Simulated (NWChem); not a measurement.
## Lowest excitation of isobutene (C4H8)

```xyz
12

C     -1.2771     0.0000    -0.6812
C      0.0000     0.0000     0.1208
C      1.2771     0.0000    -0.6812
C      0.0000     0.0000     1.4702
H     -1.3299    -0.8886    -1.3479
H     -1.3299     0.8886    -1.3479
H     -2.1762     0.0000    -0.0350
H      1.3299    -0.8886    -1.3479
H      2.1762     0.0000    -0.0350
H      1.3299     0.8886    -1.3479
H      0.9401     0.0000     2.0449
H     -0.9401     0.0000     2.0449
```
Charge 0, spin multiplicity 1.

Everything below was run with NWChem. The geometry was optimised at PBE/def2-SVP, a minimum by its harmonic frequencies.

Basis set: 6-31+G*.

The correlated methods keep 4 core orbitals frozen. The Pople sets run with spherical d functions. Coupled-cluster values serve here as a point of comparison, not as the truth.

Q: One of these methods gave a lowest vertical singlet excitation energy of 7.11 eV. Which?
A. CIS
B. TD-BHandHLYP
C. EOM-CCSD
D. TD-PBE

A: A, CIS. The others give 5.79 (TD-PBE), 6.84 (EOM-CCSD), 6.60 (TD-BHandHLYP).
